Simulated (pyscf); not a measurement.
# Addition across a multiple bond or ene-type step: S=SiH–Cl + hydrogen (H₂) → HS–SiH₂–Cl

Gas phase, singlet surface, charge 0. Bonds broken: H3–H6. Bonds formed: S1–H6, Si2–H3. PySCF, gas phase, ωB97X-D3(BJ)/def2-SVP geometries.

Transition state (Å):

```xyz
6

S     -0.7334     1.3553     1.2710
Si    -1.4015     0.0141    -0.0593
H      0.0651    -0.8588    -0.0786
H     -2.2931    -1.1227     0.2527
Cl    -1.6136     0.4306    -2.0494
H      0.1529    -0.1222     0.5656
```

One imaginary mode, 1332i cm⁻¹; descent along it reached the two sides named.

| bond | change | reactant side (Å) | saddle | product side |
|---|---|---|---|---|
| H3–H6 | breaks | 0.761 | 0.982 | 3.0 |
| S1–H6 | forms | 3.7 | 1.862 | 1.348 |
| Si2–H3 | forms | 2.9 | 1.707 | 1.483 |

Electronic energies relative to the separated reactants (kcal/mol):

```csv
level,barrier,reaction energy,reverse barrier
ωB97X-D3(BJ)/def2-TZVP,22.0,-32.4,54.5
PBE/def2-TZVP,17.3,-27.1,44.4
r²SCAN/def2-TZVP,18.1,-28.8,46.9
B3LYP-D3(BJ)/def2-TZVP,22.3,-28.6,51.0
PBE0-D3(BJ)/def2-TZVP,17.1,-31.8,48.9
M06-2X/def2-TZVP,22.7,-29.6,52.3
ωB97M-D3(BJ)/def2-TZVP,22.0,-30.7,52.7
HF/def2-TZVP,32.3,-33.7,66.0
```

With ωB97M-D3(BJ)/def2-TZVP energies and thermal terms (ideal gas, 1 atm, RRHO with modes under 100 cm⁻¹ raised to 100, one conformer, R ln 2 for chiral ones without a mode under 150 cm⁻¹), in kcal/mol:

| T (K) | ΔH‡ | ΔG‡ | ΔH | ΔG |
|---|---|---|---|---|
| 298 | 22.8 | 31.2 | -27.8 | -20.1 |
| 600 | 21.8 | 40.2 | -28.2 | -12.1 |
| 900 | 21.6 | 49.5 | -27.9 | -4.2 |
| 1200 | 21.7 | 58.8 | -27.4 | +3.7 |

At the saddle there is also a short H–Si contact that neither side keeps. One saddle was located; it need not be the lowest between these sides.
